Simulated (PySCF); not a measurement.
**Property card for 2-butanone (`CCC(C)=O`)**

2-butanone, C4H8O.
Z-matrix (Å and degrees, GFN2-xTB geometry), rows numbered from 1:
```
C 
C   1  1.5229
C   2  1.5155  1  112.42
C   3  1.5105  2  114.22  1   168.59
O   3  1.2034  2  123.15  1   -11.39
H   1  1.0871  2  110.68  3   176.16
H   1  1.0872  2  110.29  3   -63.41
H   1  1.0869  2  109.97  3    55.62
H   2  1.0939  1  110.01  3  -119.22
H   2  1.0920  1  110.95  3   122.28
H   4  1.0866  3  110.82  2    44.77
H   4  1.0866  3  110.14  2   166.86
H   4  1.0886  3  108.83  2   -74.07
```

Some functional groups and rings: ketone.

**GFN2-xTB geometry**

```yaml
Point_group_of_the_GFN2-xTB_geometry: C1
Rotational_constants_A_B_C_of_the_GFN2-xTB_geometry: 9.426, 3.672, 2.791 GHz
```

PBE0/def2-SVPD ground state and vertical TDDFT (core frozen in the response) (PySCF):

```yaml
Dipole_moment: 2.95 D
HOMO_energy: -7.27 eV
LUMO_energy: -0.39 eV
HOMO–LUMO_gap: 6.88 eV
Lowest_singlet_excitation: 4.54 eV (273 nm, f = 0.000)
Strongest_line_among_the_8_lowest_singlet_transitions: S8 at 8.44 eV (147 nm, f = 0.025)
Lowest_triplet_excitation_Tamm–Dancoff: 3.93 eV
Static_isotropic_polarisability: 52.4 au
Electronic_spatial_extent_⟨r²⟩_about_the_centre_of_nuclear_charge: 483 bohr²
```

Monoisotopic mass from the formula: 72.0575 u.

The dipole equals about 9.8 × 10⁻³⁰ C·m (1 D = 3.33564 × 10⁻³⁰ C·m). The 8 singlets span 4.54 to 8.44 eV, and their oscillator strengths add up to 0.09. The polarisability is 7.76 Å³ as a volume (1 au = 0.148185 Å³), or 1.31 au for each of the 40 electrons. The rotational constants make it an asymmetric top with κ = (2B − A − C)/(A − C) = -0.73, nearer the prolate limit (−1).

The structure is a single GFN2-xTB conformer in the gas phase; no vibrational or solvent corrections.
